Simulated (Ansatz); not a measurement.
# Worked example: building the atomization energy of CHCl3, singlet

Measured: the G2/97 heats of formation, with zero-point and thermal terms from B3LYP taken off, give an electronic atomization energy of 343.1 kcal/mol (Curtiss et al., J. Chem. Phys. 106, 1063 (1997); Staroverov et al., J. Chem. Phys. 119, 12129 (2003)). The calculation below tries to reproduce it.

Geometry (MP2(full)/6-31G*, from the G2/97 set):

```xyz
5

C     0.0000    0.0000    0.4675
H     0.0000    0.0000    1.5534
Cl    0.0000    1.6817   -0.0675
Cl    1.4564   -0.8409   -0.0675
Cl   -1.4564   -0.8409   -0.0675
```

Atomization energies (atoms less molecule, kcal/mol) from Ansatz 0.2.0, frozen cores, restricted molecule, unrestricted atoms, sets cc-pV(D+d)Z, cc-pV(T+d)Z, cc-pV(Q+d)Z:

```tsv
level	DZ	TZ	QZ
HF	216.16	223.12	223.70
CCSD(T)	307.90	329.44	338.35
CCSDT	307.67	328.49	–
CCSDT(Q)	308.30	329.38	–
```

Question: Extrapolate Hartree–Fock with exp(−5.46 √X) and the CCSD(T) correlation part with X⁻³ (X = 3, 4), add each higher step from the largest set that has it, and compare with the measured value.

Answer: Hartree–Fock: 223.70 + (223.70 − 223.12) × 0.301 = 223.87.
Correlation: TZ 106.32, QZ 114.65; (64 × 114.65 − 27 × 106.32) / 37 = 120.73.
Full triples (TZ): 328.49 − 329.44 = -0.95.
(Q) (TZ): 329.38 − 328.49 = 0.89.
Sum: 344.5 kcal/mol, 1.4 above the measured 343.1.

The steps beyond CCSD(T) add -0.06 kcal/mol, while going from QZ to the limit adds 6.25. Core correlation, scalar relativity, spin–orbit terms and the relaxation from this MP2 geometry are missing from the sum, and the measured value has its own uncertainty.
